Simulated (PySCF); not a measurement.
## C₄H₆N₂: calculation and literature

Geometry:
| atom | x (Å) | y (Å) | z (Å) |
| --- | --- | --- | --- |
| C1 | -1.651 | -0.221 | 0.152 |
| N2 | -0.250 | 0.046 | 0.007 |
| C3 | 0.752 | -0.883 | -0.038 |
| C4 | 1.915 | -0.180 | -0.159 |
| N5 | 1.650 | 1.151 | -0.188 |
| C6 | 0.355 | 1.254 | -0.086 |
| H7 | -1.867 | -0.616 | 1.149 |
| H8 | -1.978 | -0.953 | -0.589 |
| H9 | -2.210 | 0.702 | 0.010 |
| H10 | 0.553 | -1.934 | 0.017 |
| H11 | 2.920 | -0.545 | -0.226 |
| H12 | -0.188 | 2.178 | -0.077 |

Measured values that the calculation should reproduce: δ ¹⁵N N5 -115.8; N2 -220.9 ppm (measured; solution, dioxane; Solvent effects on the nitrogen NMR chemical shifts in 1-methylazoles - a theoretical study, New J. Chem. 2015 (author manuscript)).
δ ¹⁵N N5 -117.2; N2 -220.2 ppm (measured; solution, acetone; Solvent effects on the nitrogen NMR chemical shifts in 1-methylazoles - a theoretical study, New J. Chem. 2015 (author manuscript)).

- shielding tensors at PBE0/pcSseg-1 (GIAO)
- GFN2-xTB geometry
- program: PySCF 2.14.0 with density-fitted response routines
- rapidly exchanging positions averaged, gas phase, one conformer, non-relativistic Hamiltonian

Question: What does the calculation give, and how does it compare?

Answer: 
Reference values: measured (solution, dioxane; Solvent effects on the nitrogen NMR chemical shifts in 1-methylazoles - a theoretical study, New J. Chem. 2015 (author manuscript)).
```json
{"atoms": "N5", "quantity": "δ ¹⁵N vs neat liquid CH3NO2", "reference": "-115.8", "computed": "–", "computed, scaled": "-113.7"}
{"atoms": "N2", "quantity": "δ ¹⁵N vs neat liquid CH3NO2", "reference": "-220.9", "computed": "–", "computed, scaled": "-225.4"}
```

Reference values: measured (solution, acetone; Solvent effects on the nitrogen NMR chemical shifts in 1-methylazoles - a theoretical study, New J. Chem. 2015 (author manuscript)).
```
atoms                     quantity  reference  computed  computed, scaled
   N5  δ ¹⁵N vs neat liquid CH3NO2     -117.2         –            -113.7
   N2  δ ¹⁵N vs neat liquid CH3NO2     -220.2         –            -225.4
```

Computed shifts are σ(ref) − σ with the named reference compound (TMS for H and C) calculated as an isolated molecule at the same level. The measured values may be among those fitted. Shieldings were converted by a linear fit to measured shifts: ¹⁵N: δ = -148.07 − 0.921σ (rms 6.3 ppm, 71 shifts vs CH3NO2, solution or neat liquid). Occasional misses reach two or three times the rms, and more in compound classes unlike the fitted ones.

4 of the 22 published NMR values on file for this molecule are compared. The rest: values from further sources.
